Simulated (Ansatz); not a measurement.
System: antiferromagnetic (type II) rock-salt NiO. Method: r²SCAN in Ansatz (PAW).

Settings: plane-wave cutoff 560 eV, 14×14×14 k mesh, Fermi–Dirac smearing 0.01 eV, spin-polarised with opposed moments, scalar-relativistic PAW data made under PBE.

Cell (relaxed at this level):

```yaml
crystal:
  lattice:
    - [4.15665, 2.07244, 2.07244]
    - [2.07244, 4.15665, 2.07244]
    - [2.07244, 2.07244, 4.15665]
  atoms:
    - { symbol: Ni, position: [0.00000, 0.00000, 0.00000], spin: 2.0 }
    - { symbol: Ni, position: [0.50000, 0.50000, 0.50000], spin: -2.0 }
    - { symbol: O, position: [0.25000, 0.25000, 0.25000] }
    - { symbol: O, position: [0.75000, 0.75000, 0.75000] }
```

Q: Estimate the bulk modulus B0, pressure derivative B′ of the bulk modulus and smallest direct gap on the k points sampled that the calculation returns.

A: 
bulk modulus B0: 217 GPa
pressure derivative B′ of the bulk modulus: 4.4
smallest direct gap on the k points sampled: 2.59 eV

Measured, for comparison: bulk modulus 192 ± 7 GPa (room temperature, not corrected to a static lattice, equation of state from high-pressure X-ray diffraction, our sources range from 174 to 209; as tabulated in Gavriliuk et al., The first-order structural transition in NiO at high …). Computed (rounded) less measured: bulk modulus not scored (sources differ).

Note: without U or exact exchange, gaps and moments of open d shells tend to come out too small; the bulk modulus comes from volumes at which shape and atoms were relaxed.

Spins in the cell block are starting values.

Computed values are for the static lattice.

Cost on a shared machine: about 15 core-minutes (a rough figure).

Ansatz is a program for electronic structure.
